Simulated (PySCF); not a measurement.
# Worked example: correlation energy of GaCl₂⁺, singlet

Geometry: that of the GaCl2, doublet, kept fixed.

```json
{"atom": "Cl", "x (Å)": "0.0000", "y (Å)": "-0.5429", "z (Å)": "1.8617"}
{"atom": "Ga", "x (Å)": "0.0000", "y (Å)": "0.5521", "z (Å)": "0.0000"}
{"atom": "Cl", "x (Å)": "0.0000", "y (Å)": "-0.5429", "z (Å)": "-1.8617"}
```

Basis cc-pVDZ; PySCF 2.14.0. Correlated methods freeze the noble-gas cores and the filled d shells of p-block atoms, which leaves 16 electrons in 39 orbitals. Prefix R: restricted or restricted open-shell reference. No spin–orbit coupling is included, and no scalar relativity.

Full CI isn't at hand for all of this; RCCSDT(Q) serves as the reference, and is uncertain by the last step of the cluster series or more.

RCCSD has a T1 diagnostic of 0.019 and a largest doubles amplitude of 0.06.

| level | total energy (hartree) |
| --- | --- |
| RHF | -2841.989177 |
| RMP2 | -2842.302736 |
| RCCSD | -2842.329043 |
| RCCSD(T) | -2842.339357 |
| RCCSDT | -2842.340397 |
| RCCSDT(Q) | -2842.341495 |

**Question.** What is the correlation energy at RCCSDT(Q), and what share of it do RMP2 and RCCSD recover?

**Answer.** E(corr) = -2842.341495 − (-2841.989177) = -0.352318 hartree = -9.587 eV. RMP2: -0.313559 / -0.352318 = 89.00 %. RCCSD: -0.339866 / -0.352318 = 96.47 %.

**Question.** By how many kcal/mol does RCCSD(T) miss RCCSDT(Q) (1 hartree = 627.509 kcal/mol), and which steps make up the rest?

**Answer.** -2842.339357 − (-2842.341495) = 0.002138 hartree = 1.34 kcal/mol. Steps: RCCSDT − RCCSD(T) = -0.65, RCCSDT(Q) − RCCSDT = -0.69 kcal/mol. Differences between like states or geometries often cancel part of this.
